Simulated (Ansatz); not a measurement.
Basis-set extrapolation for C6H6O, SMILES `O=C1C=CCC=C1` (PBE0-D4/def2-TZVP geometry, frozen core, Ansatz 0.2.0). Multiplicity 1, RHF reference.

```tsv
	def2-TZVPP	def2-QZVPP
HF	-305.657407	-305.670688
MP2 correlation	-1.167738	-1.246345
CCSD(T) correlation	-1.259067	not run
```

Energies in hartree. Use E(X) = E(∞) + A·exp(−7.88·√X) for Hartree–Fock and E(X) = E(∞) + B·X^(−2.97) for correlation, with X = 3 and 4, and add CCSD(T) minus MP2 of the smaller set to the MP2 limit.

Problem. What is the CCSD(T) energy at the basis-set limit?

Solution. HF limit: -305.670688 + (-0.013281) × 0.13774 = -305.67252. MP2 limit: -1.246345 + (-0.078607) × 0.74074 = -1.30457. Higher-order term: -1.259067 − (-1.167738) = -0.09133. Total: -307.06842 hartree, 398.9 kJ/mol below CCSD(T)/def2-TZVPP.
